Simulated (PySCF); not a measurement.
Compound: formyl chloride, CHClO.
Structure used (PBE0-D3(BJ)/def2-SVP), in Å, numbered top down from 1:
```xyz
4
CHClO angstrom
O     -0.3224   -0.8482    0.0471
C      0.3912    0.0899    0.0256
Cl     2.1532   -0.0094    0.0101
H      0.0752    1.1531    0.0157
```

Computed, not measured: TDDFT B3LYP/def2-SVPD, vertical, gas phase, core orbitals frozen in the response (PySCF 2.14.0, density-fitted response routines).

Ground-to-excited transition dipoles (e·a0, same axes as the geometry; the sign carries no meaning), for the states with f of 0.002 or more among the lowest 6:

| state | E (eV) | μx | μy | μz |
| --- | --- | --- | --- | --- |
| S3 | 6.694 | -0.360 | -0.159 | 0.006 |
| S4 | 8.003 | 0.182 | -0.029 | -0.001 |
| S5 | 8.075 | 0.909 | -0.276 | -0.005 |
| S6 | 8.080 | 0.162 | -0.049 | 0.001 |

Work out the oscillator strengths.

f = (2/3) ΔE |μ|² with ΔE in hartree (27.2114 eV).

```json
{"state": "S3", "|μ|² (au)": "0.155", "|μ| (D)": "1.00", "f": "0.025"}
{"state": "S4", "|μ|² (au)": "0.034", "|μ| (D)": "0.47", "f": "0.007"}
{"state": "S5", "|μ|² (au)": "0.902", "|μ| (D)": "2.41", "f": "0.179"}
{"state": "S6", "|μ|² (au)": "0.029", "|μ| (D)": "0.43", "f": "0.006"}
```

Label these states by symmetry in Cs.

The ground state is totally symmetric, so the direction of μ fixes the label. Polarised in the mirror plane, so A′: S3, S4, S5 and S6.

What angle do the transition dipoles of S3 and S5 make?

|cos θ| = |μa·μb| / (|μa| |μb|) = 0.76, so θ ≈ 41° (taken between 0 and 90°, since the signs are arbitrary).

What peak molar absorption coefficient would the strongest computed level give as a lone Gaussian band 0.3 eV wide at half height?

ε(max) = 2.175×10⁸ f / FWHM, with the width in cm⁻¹. S5: 2.175×10⁸ × 0.1785 / 2420 ≈ 16000 L mol⁻¹ cm⁻¹.
